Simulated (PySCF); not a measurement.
Fill in the blanks.

Compound: BO (doublet state).
SMILES: `[B]=O`

```tsv
property	level	value
point group	PBE0-D3(BJ)/def2-SVP	?
rotational constant B (linear)	PBE0-D3(BJ)/def2-SVP	?
dipole moment	PBE0-D3(BJ)/def2-SVP	?
isotropic g value	unrestricted B3LYP/IGLO-III, mean-field spin–orbit	2.00114
spin squared ⟨S²⟩	unrestricted B3LYP/IGLO-III	?
largest isotropic hyperfine couplings (means over sets of like nuclei)	unrestricted B3LYP/IGLO-III	?
```

Electronic properties: PySCF, gas phase, density fitting. Isolated species at its PBE0-D3(BJ)/def2-SVP geometry, gas phase.

Question: The rotational constant B (linear)?

Answer: 53.661 GHz.

Question: What is the dipole moment?

Answer: 2.13 D.

Question: Give the spin squared ⟨S²⟩.

Answer: 0.757.

Question: What is the point group?

Answer: C∞v.

Question: What are the largest isotropic hyperfine couplings (means over sets of like nuclei)?

Answer: 11B +1082.6, 17O -11.9 MHz.

⟨S²⟩ is 0.007 above the pure-spin value S(S + 1) = 0.75. B corresponds to 1.790 cm⁻¹ (most abundant isotopes). At 9.50 GHz, hν = g·μB·B₀ (B₀ the magnetic field) puts the centre of the isotropic spectrum, to first order, at 339.2 mT. In atomic units the dipole is 0.84 e·bohr (1 au = 2.5417 D).
